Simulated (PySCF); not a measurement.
**Excitation energies in several basis sets**

Species: C₄H₈.
SMILES: `C/C=C\C`

TDDFT with PBE0 (PySCF), vertical singlets, core orbitals frozen in the response, spherical d and f functions. Geometry: PBE0-D3(BJ)/def2-SVP; no solvent, vibrations or thermal averaging.

**Question.** Compare 6-31G*, 6-31+G*, def2-SVP, def2-SVPD, aug-cc-pVDZ, def2-TZVP and def2-TZVPD for this molecule.

**Answer.** 

```json
{"basis": "6-31G*", "functions": "72", "diffuse": "no", "S1 (eV)": "7.69", "S2 (eV)": "8.29", "S3 (eV)": "8.48", "S4 (eV)": "8.61", "S5 (eV)": "9.19", "LUMO (eV)": "1.18", "α (au)": "43.1"}
{"basis": "6-31+G*", "functions": "88", "diffuse": "yes", "S1 (eV)": "6.22", "S2 (eV)": "6.71", "S3 (eV)": "6.97", "S4 (eV)": "7.31", "S5 (eV)": "7.46", "LUMO (eV)": "0.57", "α (au)": "48.8"}
{"basis": "def2-SVP", "functions": "96", "diffuse": "no", "S1 (eV)": "7.56", "S2 (eV)": "7.57", "S3 (eV)": "8.01", "S4 (eV)": "8.30", "S5 (eV)": "8.60", "LUMO (eV)": "0.90", "α (au)": "45.1"}
{"basis": "def2-SVPD", "functions": "144", "diffuse": "yes", "S1 (eV)": "6.59", "S2 (eV)": "7.20", "S3 (eV)": "7.34", "S4 (eV)": "7.46", "S5 (eV)": "8.17", "LUMO (eV)": "0.69", "α (au)": "52.3"}
{"basis": "aug-cc-pVDZ", "functions": "164", "diffuse": "yes", "S1 (eV)": "5.81", "S2 (eV)": "6.34", "S3 (eV)": "6.48", "S4 (eV)": "6.76", "S5 (eV)": "7.15", "LUMO (eV)": "-0.01", "α (au)": "53.6"}
{"basis": "def2-TZVP", "functions": "172", "diffuse": "no", "S1 (eV)": "7.02", "S2 (eV)": "7.33", "S3 (eV)": "7.60", "S4 (eV)": "7.98", "S5 (eV)": "8.17", "LUMO (eV)": "0.73", "α (au)": "50.8"}
{"basis": "def2-TZVPD", "functions": "220", "diffuse": "yes", "S1 (eV)": "6.16", "S2 (eV)": "6.74", "S3 (eV)": "6.95", "S4 (eV)": "7.25", "S5 (eV)": "7.70", "LUMO (eV)": "0.44", "α (au)": "53.4"}
```

States are compared by their number. Against the largest diffuse basis here (def2-TZVPD, itself not a converged limit), sets without diffuse functions differ by up to 1.53 eV in S1 and 1.49 eV in S5; the smaller diffuse sets differ by up to 0.44 and 0.55 eV. State by state, the largest deviation of a set without diffuse functions is S1 1.53, S2 1.55, S3 1.53, S4 1.37, S5 1.49 eV. The same number needn't mean the same state in each row. Against def2-TZVPD the polarisability deviates by -19% in 6-31G*, -9% in 6-31+G*, -15% in def2-SVP, -2% in def2-SVPD, 0% in aug-cc-pVDZ, -5% in def2-TZVP. A single + in a Pople set puts diffuse functions on heavy atoms only.
